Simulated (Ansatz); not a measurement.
System: diamond-structure Ge. Method: r²SCAN+rVV10 in Ansatz (PAW).

Run with plane-wave cutoff 560 eV, 10×10×10 k mesh, Fermi–Dirac smearing 0.01 eV, scalar-relativistic PAW data made under PBE.

Properties against volume:

```csv
V (Å³/atom),P (GPa),smallest gap on the k mesh (eV)
21.247,5.30,0.648
21.699,3.33,0.590
22.152,1.57,0.517
22.604,0.00,0.447
23.056,-1.40,0.265
23.508,-2.64,0.080
23.960,-3.69,0.000
```

Measured, for comparison: band gap 0.79 eV (measured zero-point renormalisation of 52 meV added back here; inputs from Miglio et al. (2020), arXiv:2011.12765).

Spin–orbit coupling is not included.

Ansatz is a program for electronic structure.
